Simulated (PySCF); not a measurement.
CH₃O, multiplicity 2. Atoms are numbered in the order given.

```xyz
5

C      0.0132     0.5688     0.0000
O      0.0049    -0.7870     0.0000
H     -0.5656     0.9295     0.8686
H     -0.5656     0.9295    -0.8686
H      1.0126     1.0242     0.0000
```
Charge 0, spin multiplicity 2.

Coordinates come from a PBE0-D3(BJ)/def2-TZVP optimisation. The geometry has at least one imaginary mode, so it is a saddle point at that level. The isomer is the one that the SMILES or the coordinates give; other isomers of the formula were not compared.

Calculation: r2SCAN/def2-TZVPD run with PySCF.

Mulliken values depend strongly on the basis, most of all with diffuse functions as here. ESP charges are fitted to the potential on shells at 1.4 to 2.0 van der Waals radii. Atomic charges (e):

```tsv
atom	Mulliken	ESP fit	meta-Löwdin	Mulliken spin
C1	-0.26	(withheld)	-0.12	-0.07
O2	-0.29	(withheld)	-0.26	0.92
H3	0.19	(withheld)	0.14	0.09
H4	0.19	(withheld)	0.14	0.09
H5	0.17	(withheld)	0.10	-0.02
```

### Question
What belongs in the gaps? (Estimate from the structure and the level; the computed values follow.)

### Answer

- C1, ESP fit: 0.16
- O2, ESP fit: -0.29
- H3, ESP fit: 0.06
- H4, ESP fit: 0.06
- H5, ESP fit: 0.01
